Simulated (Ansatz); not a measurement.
A made-up structure of CH$_{4}$AlSi, doublet:

```json
{"atom": "Al1", "x (Å)": "-1.6092", "y (Å)": "-0.2147", "z (Å)": "-1.2116"}
{"atom": "C2", "x (Å)": "0.8031", "y (Å)": "0.1536", "z (Å)": "0.7014"}
{"atom": "Si3", "x (Å)": "0.2523", "y (Å)": "-0.4407", "z (Å)": "-0.8006"}
{"atom": "H4", "x (Å)": "-2.4861", "y (Å)": "0.5236", "z (Å)": "-0.0830"}
{"atom": "H5", "x (Å)": "1.1762", "y (Å)": "-1.0694", "z (Å)": "-1.6767"}
{"atom": "H6", "x (Å)": "0.1440", "y (Å)": "0.6288", "z (Å)": "1.3821"}
{"atom": "H7", "x (Å)": "1.7969", "y (Å)": "0.1036", "z (Å)": "1.0668"}
```

It is relaxed with PBE-D4/def2-SVP and then PBE0-D4/def2-TZVP (Ansatz 0.2.0). Atoms count as bonded within 1.22 times the sum of their covalent radii (H–H: 0.88 Å). The end point is not checked to be a true minimum.

Q: Does its bonding change? (A judgement: the text doesn't fix the answer.)

A: The calculation gives: No: no bond forms or breaks.

Where it ends: The first stage lowers the energy by 2.25 eV in 9 steps. It ends as CH₄AlSi ([CH2][SiH][AlH]):
Al1  (-1.995, -0.180, -1.321)
C2  (0.962, 0.146, 0.761)
Si3  (0.358, -0.436, -0.742)
H4  (-2.901, 0.551, -0.222)
H5  (1.344, -1.091, -1.644)
H6  (0.310, 0.637, 1.476)
H7  (1.999, 0.059, 1.071)
(Å)

Labels in which every atom is bracketed show which atoms are joined, not bond orders.

For scale, one of the runs: PBE0-D4/def2-TZVP relaxation, 129 basis functions, launched by `ansatz run in.yaml --threads 2 --pin off --events-out ev --progress --plain --max-ram 4352MiB`. The run took about 52 s on 2 CPU threads of an Intel Xeon Platinum 8259CL (shared host).
